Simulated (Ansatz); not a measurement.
A made-up structure of CH₂BO (charge +1), singlet:

```
5
angstrom
C -0.6413 -0.1850 1.1813
B 0.8997 0.6004 -0.8774
O 0.1055 0.0983 -0.0387
H -1.4075 -0.8659 1.5403
H 1.0701 0.3066 -1.9761
```

It is relaxed with PBE-D4/def2-SVP and then PBE0-D4/def2-TZVP (Ansatz 0.2.0). Atoms count as bonded within 1.22 times the sum of their covalent radii (H–H: 0.88 Å). The end point is not checked to be a true minimum.

Does its bonding change? (A judgement: the text doesn't fix the answer.)

By the calculation: No: no bond forms or breaks.

Where it ends: The first stage lowers the energy by 1.85 eV in 8 steps. It ends as CH₂BO ([BH][O][CH]), total charge +1:
| atom | x (Å) | y (Å) | z (Å) |
| --- | --- | --- | --- |
| C1 | -0.5253 | 0.0106 | 1.3388 |
| B2 | 0.6222 | 0.2633 | -0.9545 |
| O3 | -0.0316 | -0.0089 | 0.0589 |
| H4 | -1.2702 | -0.8139 | 1.3158 |
| H5 | 1.2314 | 0.5034 | -1.9294 |

Labels in which every atom is bracketed show which atoms are joined, not bond orders.

For scale, one of the runs: PBE0-D4/def2-TZVP relaxation, 105 basis functions, launched by `ansatz run in.yaml --threads 2 --pin off --events-out ev --progress --plain --max-ram 4352MiB`. The run took about 8.5 s on 2 CPU threads of an Arm Neoverse V1 (shared host).
